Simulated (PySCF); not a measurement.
C₃H₇FN (doublet state).
Z-matrix (Å and degrees, GFN2-xTB geometry), rows numbered from 1:
```
N 
C   1  1.3983
C   2  1.4841  1  118.11
C   3  1.5408  2  113.37  1    79.77
F   4  1.3732  3  110.34  2    68.80
H   1  1.0119  2  113.80  3    40.60
H   1  1.0098  2  114.06  3   171.40
H   2  1.0762  1  115.10  3   148.40
H   3  1.0933  2  110.23  1   -40.18
H   3  1.0925  2  109.68  1  -159.93
H   4  1.0958  3  111.43  2  -173.18
H   4  1.0941  3  111.11  2   -49.48
```

The hyperfine couplings belong to this conformer and change with its torsions.

As a line formula: `N[CH]CCF` [radical].

Level of theory: UKS B3LYP, pcH-1 on C F H N, non-relativistic, mean-field spin-orbit, GIAO in PySCF. Geometry: GFN2-xTB, one conformer, isolated molecule. The geometry wasn't refined by DFT: couplings that depend on bond lengths, twists or pyramidal angles can differ widely from those at the functional's own minimum. No stability test was run, so a lower SCF solution isn't excluded.

Principal values of hyperfine tensors in MHz (contact and dipolar terms together), for some of the nuclei:

| atom | isotope | A1 | A2 | A3 |
| --- | --- | --- | --- | --- |
| C4 | 13C | 54.73 | 55.33 | 72.19 |
| H8 | 1H | -68.68 | -37.06 | -1.67 |
| H10 | 1H | 22.05 | 23.65 | 37.64 |
| H9 | 1H | 16.99 | 18.00 | 30.89 |
| C3 | 13C | -20.38 | -19.80 | -14.71 |
| F5 | 19F | 9.56 | 17.08 | 22.23 |
| N1 | 14N | 2.60 | 3.00 | 37.61 |
| H6 | 1H | -1.25 | 6.16 | 30.58 |

Task: Split each tensor into its isotropic and traceless parts, and turn a_iso into mT with g = 2.0028.

Result: a_iso = (A1 + A2 + A3)/3, Ti = Ai − a_iso; 1 mT corresponds to 28.031 MHz.

```csv
atom,a_iso (MHz),a_iso (mT),T1,T2,T3
C4,60.75,2.167,-6.02,-5.42,11.44
H8,-35.80,-1.277,-32.87,-1.26,34.13
H10,27.78,0.991,-5.73,-4.13,9.86
H9,21.96,0.783,-4.97,-3.96,8.93
C3,-18.30,-0.653,-2.08,-1.50,3.59
F5,16.29,0.581,-6.73,0.79,5.94
N1,14.40,0.514,-11.80,-11.40,23.21
H6,11.83,0.422,-13.08,-5.67,18.75
```

Task: What spin density at the nucleus of H9 lies behind its contact coupling (g_N = 5.58569)?

Result: a_FC = 800.24 MHz bohr³ × g_N × ρ(0)/(2S). With a_FC = 21.96 MHz and 2S = 1, ρ(0) = 0.004913 bohr⁻³. In magnitude that is 1.5 % of the 1/π = 0.318 of a free hydrogen atom.

Task: C2 (13C, g_N = 1.40482) isn't in the table. Its spin density at the nucleus is 0.1158 bohr⁻³. What is its contact coupling?

Result: By the same relation, a_FC = 130.2 MHz. Its full tensor has the principal values 59.00, 59.96, 271.61 MHz.

Task: Which nucleus of the table has the largest anisotropic coupling, and what is its form?

Result: H8: -32.9, -1.3, 34.1 MHz, rhombic: the two smaller values differ by 93 % of the largest.

Task: What first-order splitting does C4 cause when the field lies along A1, A2 or A3 of its tensor (g taken as isotropic, no quadrupole term)?

Result: 2 lines (I = 1/2), spaced by |A_i|/(g × 13.996): 1.95, 1.97, 2.58 mT along the axes of A1, A2 and A3.
